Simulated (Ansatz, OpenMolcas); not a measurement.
**[NO3]−: a line through the functionals**

The species is [NO3]− (4 atoms), meant as a singlet with charge -1. SMILES: `O=[N+]([O-])[O-]`. The coordinates come from a PBE0-D4/def2-TZVPD relaxation.

The vertical detachment energy (to the doublet neutral) y, in eV, basis aug-cc-pVDZ; a is the functional's share of exact exchange. Programs: Ansatz 0.2.0, OpenMolcas 26.06.

| functional | program | a | y (eV) |
| --- | --- | --- | --- |
| r2SCAN | Ansatz | 0 | 3.58 |
| TPSS | OpenMolcas | 0 | 3.38 |
| B3LYP | Ansatz | 0.2 | 3.94 |
| PBE0 | Ansatz | 0.25 | ? |
| r2SCAN0 | Ansatz | 0.25 | 4.09 |
| BHLYP | Ansatz | 0.5 | 4.46 |

Fit y = c + s·a to the known rows and predict PBE0.


1. Means of the 5 rows: a = 0.1900, y = 3.890.
2. Σ(Δa)² = 0.172, Σ(Δa·Δy) = 0.345, so the slope is 0.345/0.172 = 2.0058.
3. Intercept: 3.890 − (2.0058) × 0.1900 = 3.509. The largest residual of the fit is 0.13.
4. PBE0: 3.509 + (2.0058) × 0.25 = 4.01 eV.

The run gave 3.93 eV, so the prediction is off by +0.08 eV, within the largest residual. The rows mix families of semi-local functionals, which the line can't see.
